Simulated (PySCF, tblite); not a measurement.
**CHBrN−, a complex of two parts: NMR shifts, interaction energy, infrared bands, spin-spin couplings and core binding energies**

One table from this session's results is given with a row withheld; the runs are named, their logs left out.

Computed with tblite 0.8.0 and PySCF 2.14.0; each step states its level. No surroundings beyond the atoms listed, unless a continuum is named. Atoms count from 0, parts from 1.

## Starting point

4 atoms, charge -1, multiplicity 1; geometry: rigid parts in contact. Parts: 1 = atoms 0–2, `C#N`, charge 0; 2 = atom 3, `[Br-]`, charge -1.

The first run:

The job: settings as JSON, then the geometry in Å.

```
{"job": {"kind": "dock", "xc": "GFN2-xTB", "basis": "xTB"}, "charge": -1, "multiplicity": 1, "parts": [{"atoms": "0-2", "charge": 0, "multiplicity": 1}, {"atoms": "3-3", "charge": -1, "multiplicity": 1}]}
C     -0.023656     0.011752     0.000094
N      0.993780    -0.497173    -0.001625
H     -0.970123     0.485421     0.001531
Br    -0.614665     2.776598    -0.338940
```

Method: GFN2-xTB search for minima from random contacts, gas phase.

The run is started by

```
OMP_NUM_THREADS=1 python cluster_run.py task.json out
```

One launch serves the whole session: the jobs run in the order shown.

Among the steps run: Search for minima with GFN2-xTB; Optimising the geometry at PBE0-D3(BJ)/def2-TZVPD; NMR shieldings: PBE0/aug-pcSseg-2; Coupled-cluster interaction energy: CCSD(T) and MP2.

One table of the session follows, with a row left open; its other results are not shown here.

It belongs to the step «Coupled-cluster interaction energy: CCSD(T) and MP2». 

| method | interaction energy (kcal/mol) |
| --- | --- |
| HF/aug-cc-pVDZ | -17.30 |
| MP2/aug-cc-pVDZ | ? |
| CCSD/aug-cc-pVDZ | -17.43 |
| CCSD(T)/aug-cc-pVDZ | -17.68 |
| HF/aug-cc-pVQZ | -17.58 |
| MP2/aug-cc-pVQZ | -19.93 |
| SCS-MP2/aug-cc-pVQZ | -18.84 |
| MP2, extrapolated | -20.20 |
| CCSD(T), limit estimate | -19.65 |

**Question.** Estimate the row for MP2/aug-cc-pVDZ.

The run gave: interaction energy (kcal/mol): -18.23. In the column «interaction energy (kcal/mol)» it lies between SCS-MP2/aug-cc-pVQZ (-18.84) and CCSD(T)/aug-cc-pVDZ (-17.68).

Caveats from the session: The interaction energy leaves out the deformation of the parts, 0.84 kcal/mol (MP2); added to the CCSD(T) estimate it gives a binding of about -18.81 kcal/mol.
